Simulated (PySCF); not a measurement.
All values below come from PySCF with PBE-D3(BJ)/def2-TZVP // B3LYP-D3(BJ)/def2-TZVP. Isolated molecules, 0 K electronic values unless said otherwise. Excitations are Tamm–Dancoff values on a coarser integration grid. The basis has no diffuse functions, so Rydberg states are missing or too high.

Reference species (SMILES): `C#N` (neutral, multiplicity 1).

The dipole moment is 2.93 D and the S1 excitation (TDA) is 8.18 eV. The S1 oscillator strength is 0.000.

Changed species: `C=CC#N` (X = vinyl; the reference has X = H).

**Question.** What does the change do to the dipole moment, S1 excitation (TDA) and S1 oscillator strength?

**Answer.** the dipole moment rises by 0.95 D, to 3.88 D; the S1 excitation (TDA) falls by 2.42 eV, to 5.76 eV; the S1 oscillator strength stays essentially unchanged.
